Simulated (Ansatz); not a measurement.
# MgCl− (triplet): wave-function methods side by side, aug-cc-pVDZ

One table from this session's results is given with a row withheld; the runs are named, their logs left out.

Program: Ansatz 0.2.0, Gaussian basis. Level of theory: aug-cc-pVDZ, core rule «outside noble gas», up to 10 orbitals frozen. These are calculated values, not measurements.

To be run: UHF; CCSD(T) on ROHF; CCSD(T) on UHF; BCCD(T) on ROHF; CISD as a restricted active space (open shells left free, so some higher excitations enter); CCSDT(Q) on ROHF; CCSDT(Q) on UHF.

34 further runs of the same task are left out: 12 for a known fault of the program, 8 that didn't finish, 14 set aside as unsound or not needed. Runs told in other sessions of the task aren't counted.

## The system

The geometry is a PBE0/def2-TZVPD stationary point (not a proven minimum).

2 atoms, charge -1, spin multiplicity 3.

Atoms are counted from 1 here; the program's logs count them from 0.

Bond lengths: Cl1–Mg2 2.297 Å.

Set-up of the first run:

in.yaml

```yaml
crystal:
  periodic: [false, false, false]
  atoms:
    - {symbol: Cl, position_ang: [0.000000, 0.000000, 0.000000]}
    - {symbol: Mg, position_ang: [0.000000, 0.000000, 2.296700]}
basis:
  gaussian: {orbitals: aug-cc-pVDZ}
total_charge: -1
magnetization: {spin_polarized: true, initial_magnetization: 2}
hamiltonian: {xc: hf}
output: {orbitals: {seedname: orbitals}}
```

Started as:

```bash
ansatz run in.yaml --threads 1 --pin off --events-out ev --progress --plain --max-ram 2393MiB
```

Among the steps run: UHF; CCSD(T) on ROHF; CCSD(T) on UHF; BCCD(T) on ROHF; CISD as a restricted active space (open shells left free, so some higher excitations enter); CCSDT(Q) on ROHF; CCSDT(Q) on UHF.

One table of the session follows, with a row left open; its other results are not shown here.

| method | from UCCSDT(Q) (meV) |
| --- | --- |
| ROHF | +5063.0 |
| UHF | +5058.2 |
| RMP2 | +549.5 |
| UMP2 | +547.4 |
| CISD | +427.1 |
| RCCSD | +153.5 |
| UCCSD | +152.9 |
| RCCSD(T) | +23.6 |
| UCCSD(T) | +23.1 |
| BCCD(T) | +23.5 |
| RCCSDT | ? |
| UCCSDT | +10.9 |
| RCCSDT(Q) | +1.2 |
| UCCSDT(Q) | 0 |

**Question.** Estimate the row for RCCSDT.

The run gave: from UCCSDT(Q) (meV): +11.4. In the column «from UCCSDT(Q) (meV)» it lies between UCCSDT (+10.9) and UCCSD(T) (+23.1).

Limits of these values: Restricted and unrestricted rows rest on different reference determinants; a gap between their highest levels can come from leftover correlation error, from unlike frozen cores or from another state.
